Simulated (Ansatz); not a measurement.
For chalcopyrite ZnGeP₂, revPBE in Ansatz (PAW) gives:

* **lattice parameter a**: 5.539 Å
* **c axis length**: 10.911 Å
* **cohesive energy**: 2.86 eV/atom

What does HSE06 (Ansatz, a quantum-chemistry and plane-wave program, PAW) give for the same quantities?


- lattice constant a: 5.473 Å (drops by 1.2 %)
- lattice parameter c: 10.742 Å (decreases by 1.5 %)
- cohesive energy: 3.18 eV/atom (grows by 0.32 eV/atom)

For comparison: lattice constant a 5.463 Å (measured, temperature not stated, no zero-point or thermal correction; as tabulated in Rashkeev et al. (1999), arXiv:cond-mat/9809378); lattice parameter c 10.74 Å (measured, temperature not stated, not corrected to a static lattice; as tabulated in Rashkeev et al. (1999), arXiv:cond-mat/9809378).

Changes are worked out from the printed values.

Unless a cell is named, each level is at its own relaxed cell (revPBE 20.92, HSE06 20.11 Å³/atom).

Ansatz's density-functional and Hartree–Fock values are scalar-relativistic unless marked +SOC, with PAW data made under PBE.
